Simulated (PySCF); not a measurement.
Electric field gradients and quadrupole coupling constants

C4H9N.
Cartesian coordinates in Å at the PBE0-D3(BJ)/def2-SVP level; atoms count from 1:
```xyz
14
C4H9N angstrom
C      1.5055   -0.6882   -0.3481
C      0.7443    0.3604    0.4598
C     -0.6544    0.6002   -0.0675
C     -1.6841   -0.4361    0.2792
N     -0.9945    1.5909   -0.7901
H      2.5218   -0.8303    0.0490
H      1.0015   -1.6664   -0.3253
H      1.5935   -0.3829   -1.4021
H      1.2954    1.3152    0.4442
H      0.6883    0.0412    1.5148
H     -1.3668   -1.4375   -0.0537
H     -1.8223   -0.4924    1.3715
H     -2.6398   -0.1832   -0.1959
H     -0.1883    2.2092   -0.9357
```

Field gradients from the PBE0/pcSseg-1 density (PySCF, non-relativistic), principal values in atomic units, ordered |Vxx| ≤ |Vyy| ≤ |Vzz|:

```json
{"atom": "N5", "Vxx": "0.3281", "Vyy": "0.6141", "Vzz": "-0.9421"}
```

Task: Find the asymmetry η = (Vxx − Vyy)/Vzz and the couplings χ = eQV/h (234.96 MHz × Q in barn × V in au), with Q(14N) = 0.02044 b.

Result: 
| atom | environment | nucleus | η | χzz (MHz) | χxx (MHz) | χyy (MHz) |
| --- | --- | --- | --- | --- | --- | --- |
| N5 | imine nitrogen | 14N | 0.30 | -4.525 | 1.576 | 2.949 |

The tensor is traceless: Vxx + Vyy + Vzz = 0.

Task: What is Vzz at N5 in SI units (1 au = 9.71736 × 10²¹ V/m²)?

Result: -0.9421 au = -9.155 × 10²¹ V/m².

Were the hydrogens deuterons (Q(2H) = 0.00286 b), χzz would run from 190 kHz (H10) to 248 kHz (H14).

Geometry: PBE0-D3(BJ)/def2-SVP, one conformer, isolated molecule. With a basis this small, the couplings can be 20 % off.
